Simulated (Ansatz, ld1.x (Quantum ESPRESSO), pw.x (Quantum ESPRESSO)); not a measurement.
**P (sc): variants of one RRKJ potential in the solid**

P (Z = 15), norm-conserving RRKJ (Kleinman–Bylander form), made with ld1.x (Quantum ESPRESSO) 7.5 (LDA (PW92), scalar-relativistic). Core [Ne], reference 3s2 3p3. Waves: 3p (bound): rc 1.35 bohr; 3d channel at 0.15 Ry: rc 1.20 bohr; 3s (bound): rc 1.60 bohr. Local part: the s channel. Core correction: none. rho0 = 0.001.

Crystal test: sc P in pw.x 7.5, no spin, 14³ k-points, Fermi–Dirac smearing 0.01 Ry, cutoffs set for each file from its atomic test. The reference is all-electron LAPW (Ansatz 0.2.0) with the same functional, mesh and smearing; V0 and B0 come from Birch–Murnaghan fits to the pressures at five volumes. Errors are pseudo minus all-electron; Δ is the rms difference of the E(V) curves that follow from these fits, minima aligned, over ±6 % about the mean V0. Mesh and smearing are coarse, so the numbers serve the comparison and aren't converged zero-temperature values; the lattice is a test structure that the element need not adopt.

All-electron: a0 = 2.415 Å (V0 = 14.09 Å³/atom), B0 = 120.8 GPa.

1 further variants are left out: they gave no file fit for a test, a broken result, the same result as the base, or pressures whose basis-set error rivals the error shown.

| change | cutoffs (Ry) | pw.x | a0 (Å) | a0 error (%) | B0 error (%) | Δ (meV/atom) | mean pressure error (GPa) |
| --- | --- | --- | --- | --- | --- | --- | --- |
| base | 85/340 | converged | 2.412 | -0.15 | +0.6 | 1.7 | -0.57 |
| local potential all-electron potential smoothed inside 1.05 bohr (lloc = -1) | 85/340 | converged | 2.409 | -0.28 | +1.0 | 3.3 | -1.08 |
| wave 3s (bound): rc 1.60 bohr becomes 3s (bound): rc 1.36 bohr | 85/340 | converged | 2.411 | -0.17 | +0.9 | 1.9 | -0.64 |
| wave 3d channel at 0.15 Ry: rc 1.20 bohr becomes 3d channel at 0.15 Ry: rc 1.04 bohr | 85/340 | converged | 2.412 | -0.16 | +0.7 | 1.8 | -0.59 |
| wave 3d channel at 0.15 Ry: rc 1.20 bohr becomes 3d channel at 6.56 Ry: rc 1.20 bohr | 85/340 | converged | 2.436 | +0.84 | -5.3 | 9.2 | +3.09 |
